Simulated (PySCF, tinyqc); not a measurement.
Inside a calculation. Method: CISD on RHF in the sto-3g basis, frozen core, for BH, spin multiplicity 1. The lowest restricted solution is unstable here: a spin-polarised one lies 0.0054 hartree lower (PySCF). One step of it, computed by the program tinyqc.

Question. CISD: determinants and Hamiltonian. Slater-Condon rules over spin orbitals, with the nuclear repulsion and the energy of the frozen orbital added and E(HF) subtracted on the diagonal. Only determinants linked to the reference directly or through others are kept (one block of an abelian symmetry group), so some states are absent.

one-electron integrals dressed by the frozen orbital, h + 2 (pq|11) - (p1|1q) (hartree), order 2, 3, 4, 5, 6:
$$\begin{pmatrix}
-1.729440 & 0.002746 & 0.000000 & 0.000000 & -0.125043 \\
0.002746 & -1.488773 & 0.000000 & 0.000000 & 0.065038 \\
0.000000 & 0.000000 & -1.457405 & 0.000000 & 0.000000 \\
0.000000 & 0.000000 & 0.000000 & -1.457405 & 0.000000 \\
-0.125043 & 0.065038 & 0.000000 & 0.000000 & -1.255342
\end{pmatrix}$$

energy of the frozen orbital, 2 h_11 + (11|11) = -22.37407636 hartree

Two-electron integrals over orbitals (pq|rs), unique and non-zero (hartree); the lowest 1 orbital is frozen and left out:
```
(22|22) 0.484824    (32|22) -0.026901   (32|32) 0.115471    (33|22) 0.437431
(33|32) 0.024154    (33|33) 0.485535    (42|42) 0.079452    (43|42) 0.043294
(43|43) 0.042708    (44|22) 0.468195    (44|32) 0.074604    (44|33) 0.449536
(44|44) 0.586773    (52|52) 0.079452    (53|52) 0.043294    (53|53) 0.042708
(54|54) 0.031630    (55|22) 0.468195    (55|32) 0.074604    (55|33) 0.449536
(55|44) 0.523513    (55|55) 0.586773    (62|22) 0.047269    (62|32) 0.032683
(62|33) -0.013403   (62|44) 0.086630    (62|55) 0.086630    (62|62) 0.100594
(63|22) 0.000556    (63|32) -0.104581   (63|33) -0.033468   (63|44) -0.083359
(63|55) -0.083359   (63|62) -0.061015   (63|63) 0.125900    (64|42) 0.030031
(64|43) 0.000393    (64|64) 0.027231    (65|52) 0.030031    (65|53) 0.000393
(65|65) 0.027231    (66|22) 0.496482    (66|32) -0.059411   (66|33) 0.463170
(66|44) 0.447092    (66|55) 0.447092    (66|62) 0.015970    (66|63) 0.032868
(66|66) 0.551023
```

nuclear repulsion = 1.62523713 hartree

Hartree-Fock energy = -24.69612191 hartree

Give: determinants; H - E(HF) between determinants.

Answer.

Occupation strings over the orbitals (2 doubly, a alpha, b beta, 0 empty; spin orbitals ordered 1a 1b 2a 2b ...): 222000 22a00b 2a200b 22b00a 2b200a 220200 2ab200 220020 2ab020 220002 2ab002 2ba200 202200 2ba020 202020 2ba002 202002

H - E(HF) between determinants (hartree):
```
        222000  22a00b  2a200b  22b00a  2b200a  220200  2ab200  220020
222000   0.000   0.000   0.000   0.000   0.000   0.043  -0.043   0.043
22a00b   0.000   0.344  -0.002  -0.126   0.061   0.000   0.000   0.000
2a200b   0.000  -0.002   0.527   0.061  -0.101   0.000   0.000   0.000
22b00a   0.000  -0.126   0.061   0.344  -0.002   0.000   0.030   0.000
2b200a   0.000   0.061  -0.101  -0.002   0.527   0.000   0.000   0.000
220200   0.043   0.000   0.000   0.000   0.000   0.359   0.082   0.032
2ab200  -0.043   0.000   0.000   0.030   0.000   0.082   0.552   0.000
220020   0.043   0.000   0.000   0.000   0.000   0.032   0.000   0.359
2ab020  -0.043   0.000   0.000   0.030   0.000   0.000   0.032   0.082
220002   0.126   0.066   0.105  -0.066  -0.105   0.027   0.000   0.027
2ab002   0.061  -0.105  -0.032   0.029  -0.033   0.000   0.027   0.000
2ba200   0.043   0.030   0.000   0.000   0.000  -0.082  -0.115   0.000
202200   0.079   0.000   0.030   0.000  -0.030   0.115   0.133   0.000
2ba020   0.043   0.030   0.000   0.000   0.000   0.000   0.000  -0.082
202020   0.079   0.000   0.030   0.000  -0.030   0.000   0.000   0.115
2ba002  -0.061   0.029  -0.033  -0.105  -0.032   0.000   0.000   0.000
202002   0.101  -0.033  -0.031   0.033   0.031   0.000   0.000   0.000

        2ab020  220002  2ab002  2ba200  202200  2ba020  202020  2ba002
222000  -0.043   0.126   0.061   0.043   0.079   0.043   0.079  -0.061
22a00b   0.000   0.066  -0.105   0.030   0.000   0.030   0.000   0.029
2a200b   0.000   0.105  -0.032   0.000   0.030   0.000   0.030  -0.033
22b00a   0.030  -0.066   0.029   0.000   0.000   0.000   0.000  -0.105
2b200a   0.000  -0.105  -0.033   0.000  -0.030   0.000  -0.030  -0.032
220200   0.000   0.027   0.000  -0.082   0.115   0.000   0.000   0.000
2ab200   0.032   0.000   0.027  -0.115   0.133   0.000   0.000   0.000
220020   0.082   0.027   0.000   0.000   0.000  -0.082   0.115   0.000
2ab020   0.552   0.000   0.027   0.000   0.000  -0.115   0.133   0.000
220002   0.000   0.798  -0.082   0.000   0.000   0.000   0.000   0.082
2ab002   0.027  -0.082   0.900   0.000   0.000   0.000   0.000  -0.115
2ba200   0.000   0.000   0.000   0.552  -0.133   0.032   0.000   0.027
202200   0.000   0.000   0.000  -0.133   0.840   0.000   0.032   0.000
2ba020  -0.115   0.000   0.000   0.032   0.000   0.552  -0.133   0.027
202020   0.133   0.000   0.000   0.000   0.032  -0.133   0.840   0.000
2ba002   0.000   0.082  -0.115   0.027   0.000   0.027   0.000   0.900
202002   0.000   0.115  -0.031   0.000   0.027   0.000   0.027   0.031

        202002
222000   0.101
22a00b  -0.033
2a200b  -0.031
22b00a   0.033
2b200a   0.031
220200   0.000
2ab200   0.000
220020   0.000
2ab020   0.000
220002   0.115
2ab002  -0.031
2ba200   0.000
202200   0.027
2ba020   0.000
202020   0.027
2ba002   0.031
202002   1.096
```
